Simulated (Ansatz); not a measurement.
Geometry optimisation, RKS B3LYP-D4/def2-SVP in Ansatz 0.2.0.

Input:

```yaml
crystal:
  periodic: [false, false, false]
  atoms:
    - { symbol: B, position_ang: [0.231924, -0.029988, -0.08293] }
    - { symbol: Cl, position_ang: [0.504349, 0.300529, 1.690846] }
    - { symbol: H, position_ang: [1.211238, -0.34277, -0.694474] }
    - { symbol: C, position_ang: [-1.197995, 0.045931, -0.683197] }
    - { symbol: H, position_ang: [-1.608447, -0.983579, -0.617608] }
    - { symbol: H, position_ang: [-1.88653, 0.705205, -0.132668] }
    - { symbol: H, position_ang: [-1.192838, 0.304672, -1.75367] }
basis:
  gaussian: { orbitals: def2-SVP }
hamiltonian:
  xc: b3lyp
  dispersion: d4
relax:
  f_tol: 0.03
  max_steps: 50
```

Run as:

```bash
$ ansatz run input.yaml --threads 1 --pin off --max-ram 2048MiB --backend cpu --events-out ev --progress --plain --runs-dir out
```

Q: Where does it end, and by what steps?

A: The forces met the threshold. The force dipped under the threshold on the way, but the program's further checks kept it going. After 10 steps the energy has fallen by 0.043 eV; Cl2 moved furthest, 0.30 Å.

| step | energy less start (eV) | largest force component (eV/Å) | accepted |
| --- | --- | --- | --- |
| 0 | 0.0000 | 1.152 | yes |
| 1 | -0.0250 | 0.716 | yes |
| 2 | -0.0375 | 0.072 | yes |
| 3 | -0.0382 | 0.056 | yes |
| 4 | -0.0405 | 0.059 | yes |
| 5 | -0.0409 | 0.138 | yes |
| 6 | -0.0418 | 0.050 | yes |
| 7 | -0.0424 | 0.008 | yes |
| 8 | -0.0427 | 0.031 | yes |
| 9 | -0.0387 | 0.219 | no |
| 10 | -0.0428 | 0.018 | yes |

```xyz
7
Properties=species:S:1:pos:R:3
B 0.218 -0.065 -0.035
Cl 0.576 0.563 1.573
H 1.144 -0.570 -0.618
C -1.207 0.023 -0.654
H -1.567 -1.003 -0.862
H -1.953 0.542 -0.034
H -1.150 0.511 -1.645
```

Whether the end is a true minimum wasn't checked by a vibrational analysis.

Time of the run: 20 s on 1 thread of Arm Neoverse V2, with other jobs on the host, peak memory 0.13 GiB.
